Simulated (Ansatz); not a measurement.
# HO₂ radical: how energies converge with the basis set

Aim: see how fast density functionals and correlated methods converge with the basis set for HO₂ radical.

Computed with Ansatz 0.2.0, Gaussian basis. Level: one geometry, several basis sets.

The runs, in order: PBE0-D4/def2-SVP; ωB97M-V/def2-SVP; PBE0-D4/def2-QZVPP; ωB97M-V/def2-QZVPP; CCSD(T)/cc-pV(D+d)Z; CCSD(T)/cc-pV(T+d)Z; CCSD(T)/cc-pV(Q+d)Z; the functionals' def2-TZVPP values are taken from earlier runs.

### 1 The geometry

The geometry comes from an earlier relaxation with PBE0-D4 in a triple-zeta def2 set; it is a stationary point.

SMILES `[O]O`, 3 atoms, charge 0, spin multiplicity 2.

Atoms are counted from 1 here; the program's logs count them from 0.

Bond lengths: O1–O2 1.309 Å, O2–H3 0.975 Å. Angles: O1–O2–H3 105.8°.

As a file:

```
atom     x (Å)     y (Å)     z (Å)
  O1  -0.35378   0.94254  -0.08787
  O2  -0.24509  -0.35891  -0.17268
  H3   0.59887  -0.58363   0.26055
```

### 2 PBE0-D4 in def2-SVP

in.yaml reads:

```yaml
crystal:
  periodic: [false, false, false]
  atoms:
    - {symbol: O, position_ang: [-0.353780, 0.942536, -0.087866]}
    - {symbol: O, position_ang: [-0.245094, -0.358907, -0.172684]}
    - {symbol: H, position_ang: [0.598874, -0.583629, 0.260550]}
basis:
  gaussian: {orbitals: def2-SVP}
magnetization: {spin_polarized: true, initial_magnetization: 1}
hamiltonian: {xc: pbe0, dispersion: d4}
output: {orbitals: {seedname: orbitals}}
```

On the command line:

```
ansatz run in.yaml --threads 2 --pin off --events-out ev --progress --plain --max-ram 20480MiB --backend cpu
```

Log:

```text
Functional definition: PBE0
  name "PBE0"
  cite "Adamo & Barone, J. Chem. Phys. 110, 6158 (1999) doi:10.1063/1.478522"
  cite "Perdew, Burke & Ernzerhof, Phys. Rev. Lett. 77, 3865 (1996) doi:10.1103/PhysRevLett.77.3865"
  parent pbe
  parameter a = 0.25
  parameter kappa = 0.804
  parameter beta = 0.06672455060314922
  exchange = (1 - a)*pbe_x(kappa = kappa, mu = beta*pi^2/3) + a*exact_x
  correlation = pbe_c(beta = beta)
315 factors; integrals over basis functions are off by at most 1.5e-3 eV
mean field evaluation 1: about -4097.7668 eV, gradient 1.6e1 eV
mean field evaluation 2: about -4098.0182 eV, gradient 1.4e1 eV
mean field evaluation 4: about -4098.7119 eV, gradient 2.2e0 eV
mean field evaluation 8: about -4098.8340 eV, gradient 1.2e-1 eV
mean field evaluation 16: about -4098.8342 eV, gradient 1.6e-4 eV
mean field -4098.83418190 eV, -150.6293778952 hartree, gradient 2.2e-5 eV, S^2 0.752845; 1 other end points of the search recorded, 0 dependent functions left out
reference -4098.83419087 eV, -150.6293782251 hartree; 9, 8 occupied and 24, 25 virtual orbitals, 315 factors
Total energy: -4098.84417082 eV, -150.6297449814 hartree
```

Run time: 0.45 s. Hardware: 2 threads of AMD EPYC 7R13, shared host.

### 3 ωB97M-V in def2-SVP

Edit in.yaml of step 2 so:

```diff
@@ -9,3 +9,3 @@
 magnetization: {spin_polarized: true, initial_magnetization: 1}
-hamiltonian: {xc: pbe0, dispersion: d4}
+hamiltonian: {xc: {name: wB97M-V}}
 output: {orbitals: {seedname: orbitals}}
```

Launched as before.

Log, cut to the lines that bear on the results:

```text
Functional definition: wB97M-V
  name "wB97M-V"
  cite "Mardirossian & Head-Gordon, J. Chem. Phys. 144, 214110 (2016) doi:10.1063/1.4952647"
  cite "Becke, J. Chem. Phys. 107, 8554 (1997) doi:10.1063/1.475007"
  cite "Vydrov & Van Voorhis, J. Chem. Phys. 133, 244103 (2010) doi:10.1063/1.3521275"
  # Of w^i u^j: cxij and so on, Table III.
[...]
  gx(w, u) = 1 - cx + cx01*u + cx10*w
  gss(w, u) = css00 + css04*u^4 + css10*w + css20*w^2 + css43*w^4*u^3
  gos(w, u) = cos00 + cos10*w + (cos20 + cos21*u)*w^2 + (cos60 + cos61*u)*w^6
[...]
      + integral(e_c_pw_mod_opposite_spin*gos(b97_w_opposite, b97_u_opposite)) + vv10(b, c)
315 factors; integrals over basis functions are off by at most 1.5e-3 eV
64 factors; integrals over basis functions are off by at most 3.8e-5 eV
[...]
mean field -4101.77715618 eV, -150.7375302052 hartree, gradient 5.8e-5 eV, S^2 0.752410; 1 other end points of the search recorded, 0 dependent functions left out
reference -4101.77717110 eV, -150.7375307535 hartree; 9, 8 occupied and 24, 25 virtual orbitals, 315 factors
Total energy: -4101.77717110 eV, -150.7375307535 hartree
```

Wall time 1.4 s (2 threads of AMD EPYC 7R13, shared host).

### 4 PBE0-D4 in def2-QZVPP

Edit in.yaml of step 3 so:

```diff
@@ -7,5 +7,5 @@
 basis:
-  gaussian: {orbitals: def2-SVP}
+  gaussian: {orbitals: "def2-QZVPP.json"}
 magnetization: {spin_polarized: true, initial_magnetization: 1}
-hamiltonian: {xc: {name: wB97M-V}}
+hamiltonian: {xc: pbe0, dispersion: d4}
 output: {orbitals: {seedname: orbitals}}
```

Launched as before.

Log:

```text
Functional definition: PBE0
  name "PBE0"
  cite "Adamo & Barone, J. Chem. Phys. 110, 6158 (1999) doi:10.1063/1.478522"
  cite "Perdew, Burke & Ernzerhof, Phys. Rev. Lett. 77, 3865 (1996) doi:10.1103/PhysRevLett.77.3865"
  parent pbe
  parameter a = 0.25
  parameter kappa = 0.804
  parameter beta = 0.06672455060314922
  exchange = (1 - a)*pbe_x(kappa = kappa, mu = beta*pi^2/3) + a*exact_x
  correlation = pbe_c(beta = beta)
422 factors; their error is unknown
mean field evaluation 1: about -4103.0198 eV, gradient 1.9e1 eV
mean field evaluation 2: about -4103.1288 eV, gradient 1.8e1 eV
mean field evaluation 4: about -4104.1771 eV, gradient 2.5e0 eV
mean field evaluation 8: about -4104.1983 eV, gradient 4.3e-2 eV
mean field evaluation 16: about -4104.1992 eV, gradient 4.7e-5 eV
mean field -4104.19924755 eV, -150.8265404212 hartree, gradient 3.3e-5 eV, S^2 0.754444; 1 other end points of the search recorded, 0 dependent functions left out
reference -4104.19926520 eV, -150.8265410699 hartree; 9, 8 occupied and 135, 136 virtual orbitals, 422 factors
Total energy: -4104.20924515 eV, -150.8269078262 hartree
```

Wall time 2.1 s (2 threads of AMD EPYC 7R13, shared host).

### 5 ωB97M-V in def2-QZVPP

Edit in.yaml of step 4 so:

```diff
@@ -9,3 +9,3 @@
 magnetization: {spin_polarized: true, initial_magnetization: 1}
-hamiltonian: {xc: pbe0, dispersion: d4}
+hamiltonian: {xc: {name: wB97M-V}}
 output: {orbitals: {seedname: orbitals}}
```

Same command.

Log, cut to the lines that bear on the results:

```text
Functional definition: wB97M-V
  name "wB97M-V"
  cite "Mardirossian & Head-Gordon, J. Chem. Phys. 144, 214110 (2016) doi:10.1063/1.4952647"
  cite "Becke, J. Chem. Phys. 107, 8554 (1997) doi:10.1063/1.475007"
  cite "Vydrov & Van Voorhis, J. Chem. Phys. 133, 244103 (2010) doi:10.1063/1.3521275"
  # Of w^i u^j: cxij and so on, Table III.
[...]
  gx(w, u) = 1 - cx + cx01*u + cx10*w
  gss(w, u) = css00 + css04*u^4 + css10*w + css20*w^2 + css43*w^4*u^3
  gos(w, u) = cos00 + cos10*w + (cos20 + cos21*u)*w^2 + (cos60 + cos61*u)*w^6
[...]
      + integral(e_c_pw_mod_opposite_spin*gos(b97_w_opposite, b97_u_opposite)) + vv10(b, c)
422 factors; their error is unknown
104 factors; integrals over basis functions are off by at most 1.8e-5 eV
[...]
mean field -4107.27336147 eV, -150.9395120243 hartree, gradient 3.0e-5 eV, S^2 0.753554; 1 other end points of the search recorded, 0 dependent functions left out
reference -4107.27338865 eV, -150.9395130230 hartree; 9, 8 occupied and 135, 136 virtual orbitals, 422 factors
Total energy: -4107.27338865 eV, -150.9395130230 hartree
```

It took 8.5 s on 2 threads of AMD EPYC 7R13, shared host; peak memory 0.34 GiB.

### 6 Density functionals: the series

The def2-TZVPP values come from earlier runs at the same geometry.

```
functional       basis  functions  energy (eV)  from the largest (eV)  HOMO (eV)  LUMO (eV)
   PBE0-D4    def2-SVP         33   -4098.8442                  5.365      -7.74      -2.60
   PBE0-D4  def2-TZVPP         76   -4103.9887                  0.221      -8.05      -2.92
   PBE0-D4  def2-QZVPP        144   -4104.2092                  0.000      -8.11      -2.98
   ωB97M-V    def2-SVP         33   -4101.7772                  5.496     -10.22      -0.16
   ωB97M-V  def2-TZVPP         76   -4107.0581                  0.215     -10.56      -0.57
   ωB97M-V  def2-QZVPP        144   -4107.2734                  0.000     -10.63      -0.67
```

### 7 CCSD(T) in cc-pV(D+d)Z

Edit in.yaml of step 5 so:

```diff
@@ -7,5 +7,5 @@
 basis:
-  gaussian: {orbitals: "def2-QZVPP.json"}
+  gaussian: {orbitals: "cc-pV(D+d)Z.json"}
 magnetization: {spin_polarized: true, initial_magnetization: 1}
-hamiltonian: {xc: {name: wB97M-V}}
-output: {orbitals: {seedname: orbitals}}
+correlation: {method: ccsd_t}
+scf: {omitted_lower_state_checks: [cluster_reference]}
```

Same command.

Log, cut to the lines that bear on the results:

```text
Functional definition: HF
  name "HF"
  cite "Fock, Z. Phys. 61, 126 (1930) doi:10.1007/BF01340294"
  parent pbe
[...]
309 factors; integrals over basis functions are off by at most 1.4e-3 eV
[...]
mean field -4086.81945231 eV, -150.1878447268 hartree, gradient 2.6e-6 eV, S^2 0.758776; 6 other end points of the search recorded, 0 dependent functions left out
2 core orbitals not correlated: weight in the atoms' cores, before any rotation towards them, 1.000 or more for the frozen orbitals, at most 0.000 for the correlated occupied ones
reference -4086.81945231 eV, -150.1878447268 hartree; 7, 6 occupied and 24, 25 virtual orbitals, 309 factors
second order -9.30990508 eV of doubles, -0.00000000 eV of singles
cycle   1  -9.43779916 eV  change   -1.3e-1 eV  update   8.0e-2
[...]
cycle  11  -9.84082129 eV  change   -1.2e-6 eV  update   5.1e-6
perturbative correction -0.22879916 eV, -0.0084082140 hartree
Total energy: -4096.88907276 eV, -150.5578964528 hartree
Checks for a lower state left out: cluster_reference
```

Run time: 1 s. Hardware: 2 threads of AMD EPYC 7R13, shared host.

### 8 CCSD(T) in cc-pV(T+d)Z

Edit in.yaml of step 7 so:

```diff
@@ -7,3 +7,3 @@
 basis:
-  gaussian: {orbitals: "cc-pV(D+d)Z.json"}
+  gaussian: {orbitals: "cc-pV(T+d)Z.json"}
 magnetization: {spin_polarized: true, initial_magnetization: 1}
@@ -11 +11,2 @@
 scf: {omitted_lower_state_checks: [cluster_reference]}
+output: {orbitals: {seedname: orbitals}}
```

Launched as before.

Log, cut to the lines that bear on the results:

```text
Functional definition: HF
  name "HF"
  cite "Fock, Z. Phys. 61, 126 (1930) doi:10.1007/BF01340294"
  parent pbe
[...]
450 factors; integrals over basis functions are off by at most 1.1e-3 eV
[...]
mean field -4088.15990180 eV, -150.2371053369 hartree, gradient 1.9e-6 eV, S^2 0.761455; 6 other end points of the search recorded, 0 dependent functions left out
2 core orbitals not correlated: weight in the atoms' cores, before any rotation towards them, 1.000 or more for the frozen orbitals, at most 0.000 for the correlated occupied ones
reference -4088.15990180 eV, -150.2371053369 hartree; 7, 6 occupied and 65, 66 virtual orbitals, 450 factors
second order -12.04339057 eV of doubles, -0.00000000 eV of singles
cycle   1  -12.00139460 eV  change    4.2e-2 eV  update   8.4e-2
[...]
cycle  11  -12.46910828 eV  change   -1.5e-5 eV  update   7.6e-6
perturbative correction -0.45704894 eV, -0.0167962388 hartree
Total energy: -4101.08605902 eV, -150.7121328532 hartree
Checks for a lower state left out: cluster_reference
```

Run time: 3.7 s. Hardware: 2 threads of AMD EPYC 7R13, shared host; peak memory 0.3 GiB.

### 9 CCSD(T) in cc-pV(Q+d)Z

Edit in.yaml of step 8 so:

```diff
@@ -7,3 +7,3 @@
 basis:
-  gaussian: {orbitals: "cc-pV(T+d)Z.json"}
+  gaussian: {orbitals: "cc-pV(Q+d)Z.json"}
 magnetization: {spin_polarized: true, initial_magnetization: 1}
@@ -11,2 +11 @@
 scf: {omitted_lower_state_checks: [cluster_reference]}
-output: {orbitals: {seedname: orbitals}}
```

The command is unchanged.

Log, cut to the lines that bear on the results:

```text
Functional definition: HF
  name "HF"
  cite "Fock, Z. Phys. 61, 126 (1930) doi:10.1007/BF01340294"
  parent pbe
[...]
863 factors; integrals over basis functions are off by at most 8.8e-4 eV
[...]
mean field -4088.49021264 eV, -150.2492440362 hartree, gradient 3.8e-6 eV, S^2 0.762562; 4 other end points of the search recorded, 0 dependent functions left out
2 core orbitals not correlated: weight in the atoms' cores, before any rotation towards them, 1.000 or more for the frozen orbitals, at most 0.000 for the correlated occupied ones
reference -4088.49021264 eV, -150.2492440362 hartree; 7, 6 occupied and 131, 132 virtual orbitals, 863 factors
second order -13.03523609 eV of doubles, -0.00000000 eV of singles
cycle   1  -12.87784982 eV  change    1.6e-1 eV  update   8.6e-2
[...]
cycle  12  -13.36187017 eV  change    5.5e-6 eV  update   3.3e-6
perturbative correction -0.52378355 eV, -0.0192486904 hartree
Total energy: -4102.37586636 eV, -150.7595323984 hartree
Checks for a lower state left out: cluster_reference
```

It took 22 s on 2 threads of AMD EPYC 7R13, shared host; peak memory 1.3 GiB.

The pieces so far (eV):

```
      basis          HF  MP2 correlation  CCSD correlation      (T)       total
cc-pV(D+d)Z  -4086.8195          -9.3099           -9.8408  -0.2288  -4096.8891
cc-pV(T+d)Z  -4088.1599         -12.0434          -12.4691  -0.4570  -4101.0861
cc-pV(Q+d)Z  -4088.4902         -13.0352          -13.3619  -0.5238  -4102.3759
```

### 10 Extrapolating to the complete basis

No new run: Hartree-Fock is extrapolated as exp(−5.46√X) and correlation as X^−3.05, with X = 3 and 4.

```
  level  energy at the limit (eV)
     HF                -4088.5897
    MP2                -4102.3311
   CCSD                -4102.5872
CCSD(T)                -4103.1584
```

```
      basis  HF above its limit (eV)  share of the MP2 correlation limit (%)
cc-pV(D+d)Z                    1.770                                    67.8
cc-pV(T+d)Z                    0.430                                    87.6
cc-pV(Q+d)Z                    0.100                                    94.9
```

### 11 Summary of results

| quantity | value |
| --- | --- |
| MP2 correlation recovered, cc-pV(D+d)Z | 67.8 % |
| MP2 correlation recovered, cc-pV(T+d)Z | 87.6 % |
| MP2 correlation recovered, cc-pV(Q+d)Z | 94.9 % |
| CCSD(T) limit from def2 sets (earlier runs) less the limit of this series | 4 meV |
| PBE0-D4: double and triple zeta above quadruple | 5.37, 0.22 eV |
| ωB97M-V: double and triple zeta above quadruple | 5.50, 0.22 eV |

What this shows: PBE0-D4 gains 5.14 eV from double to triple zeta, then 0.22 eV more. In cc-pV(D+d)Z MP2 holds 68 % of its limit, in cc-pV(Q+d)Z 95 %, while Hartree-Fock is within 0.100 eV in the largest set. A limit from the def2 sets, made apart, differs by 4 meV, a least measure of the doubt on such a limit. Total energies overstate the basis error of differences, where much of it tends to cancel.

For PBE0-D4 the largest set took about 5 times as long as the smallest (2.1 s against 0.45 s).
